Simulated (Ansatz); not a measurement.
## C4H10OS, SMILES CCOCCS: a ranking of conformers

Run with the Python package of Ansatz (0.2.0).

The script, `c4h10os_conformers.py`:
```python
import ansatz as az
from rdkit import Chem
from rdkit.Chem import AllChem

rd = Chem.AddHs(Chem.MolFromSmiles("CCOCCS"))
ids = list(AllChem.EmbedMultipleConfs(rd, numConfs=20, randomSeed=26, pruneRmsThresh=0.4))
field = [energy for _, energy in AllChem.MMFFOptimizeMoleculeConfs(rd)]
distinct = {round(e, 2): i for i, e in zip(ids, field)}
chosen = sorted(distinct.items())[:4]
found = []
for force_field, index in chosen:
    c4h10os = az.Crystal.molecule()
    for atom, xyz in zip(rd.GetAtoms(), rd.GetConformer(index).GetPositions()):
        c4h10os = c4h10os.atom(atom.GetSymbol(), xyz.round(5).tolist())
    calculation = c4h10os.calculation()
    calculation = calculation.basis(gaussian="def2-SVP")
    calculation = calculation.functional("r2scan")
    found.append(calculation.run(threads=1).report["free_energy_ev"])
print("conformer   MMFF (kcal/mol)   this level (kcal/mol)")
for (force_field, index), e in zip(chosen, found):
    print(f"{index:9d} {force_field - chosen[0][0]:17.2f} {23.060548 * (e - min(found)):17.3f}")
```

```console
$ python c4h10os_conformers.py
conformer   MMFF (kcal/mol)   this level (kcal/mol)
        5              0.00             0.000
        3              2.09             1.308
        1              2.98             3.488
        2              3.62             2.461
```

The conformers keep their force-field geometries. It ran for 36 s on 1 thread of Arm Neoverse V2, on a shared host, peak memory 0.33 GiB.

(Lines on the test bed's own set-up are left out of the output.)
